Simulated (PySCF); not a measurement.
Energies from PySCF, thermal terms from the rigid-rotor harmonic-oscillator model, ideal gas at 1 bar. 'Table' is the NASA 1993 thermochemical table (part measured, part estimated). All species are closed-shell singlets. The harmonic model lacks anharmonicity and excited electronic states, which grow with temperature; levels with a mode under 35 cm⁻¹ are left out. The table's entry may be an old estimate for SiF2 (not checked at source).

Harmonic frequencies at PBE/def2-SVP (cm⁻¹): 315, 826, 854. Point group C2v; S°(298 K) = 258.2 J/mol/K at this level.

Problem. Work out Cp and S° of gaseous SiF2 at 500, 800, 1200, 1600, 2000 K from these, and set them beside the table.

Solution. 
| T (K) | Cp PBE/def2-SVP | Cp table | S° PBE/def2-SVP | S° table |
|---|---|---|---|---|
| 500 | 51.5 | 51.1 | 283.2 | 281.4 |
| 800 | 55.2 | 55.0 | 308.3 | 306.4 |
| 1200 | 56.8 | 56.6 | 331.1 | 329.0 |
| 1600 | 57.4 | 57.3 | 347.5 | 345.4 |
| 2000 | 57.7 | 57.7 | 360.3 | 358.3 |
Units J/mol/K.
